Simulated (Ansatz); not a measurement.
Relative stability

The two ends of one reaction step of Si2H7Cl, singlet (PBE0-D4/def2-TZVP).

A:

```
10
angstrom
Si -0.9521 1.0013 -1.2345
H -0.3304 -0.3159 -1.5073
H -2.1245 0.8485 -0.3442
H 0.0389 1.9292 -0.6447
Cl -1.5938 1.7883 -3.0217
H 0.5964 -2.3709 0.7950
Si 0.9973 -1.0546 1.3501
H -0.1727 -0.1353 1.3215
H 2.0912 -0.4755 0.5313
H 1.4498 -1.2150 2.7544
```

B:

Si1  (-0.523, 1.127, -0.192)
H2  (-0.770, -1.900, -1.923)
H3  (-1.874, 0.514, -0.234)
H4  (-0.653, 2.548, 0.220)
Cl5  (0.239, 1.104, -2.112)
H6  (-1.065, -2.447, -1.510)
Si7  (0.930, -0.050, 1.211)
H8  (0.390, -0.046, 2.598)
H9  (1.062, -1.452, 0.738)
H10  (2.265, 0.604, 1.203)
(Å)

Program: Ansatz 0.2.0. Basis: def2-TZVPP. Cores are frozen in the correlated methods. B3LYP uses VWN-RPA correlation.

(1) Which structure is lower at CCSD(T), and by how much? (Judge from chemistry; the value comes from the calculation.)

No T1 diagnostic of these runs exceeds 0.011.

Answers

(1) Computed: A, by 0.283 eV (electronic energy, against the other). By their contacts, A is a complex of SiH₃Cl ([SiH3][Cl]) + SiH₄ and B is a complex of Si₂H₅Cl ([SiH3][SiH2][Cl]) + H₂.

All methods give the same order:

| method | E(B) − E(A) (eV) |
| --- | --- |
| SPW92 | 0.162 |
| PBE-D4 | 0.092 |
| BLYP-D4 | 0.194 |
| r2SCAN-D4 | 0.182 |
| B97M-V | 0.218 |
| PBE0-D4 | 0.156 |
| B3LYP-D4 | 0.243 |
| r2SCAN0-D4 | 0.222 |
| BHLYP-D4 | 0.319 |
| CAM-B3LYP-D4 | 0.311 |
| wB97X-V | 0.254 |
| wB97M-V | 0.294 |
| B2PLYP | 0.296 |
| PBE-QIDH | 0.239 |
| RPA on PBE | 0.314 |
| HF | 0.495 |
| MP2 | 0.279 |
| CCSD | 0.324 |
| CCSD(T) | 0.283 |

Labels in which every atom is bracketed show which atoms are joined, not bond orders.

For scale, one of the runs: CCSD(T)/def2-TZVPP, 224 basis functions, launched by `ansatz run in.yaml --threads 4 --pin off --events-out ev --progress --plain --max-ram 9574MiB`. The run took 30 s on 4 CPU threads of an Arm Neoverse V2 (shared host), with 3.2 GiB of host memory at its peak.
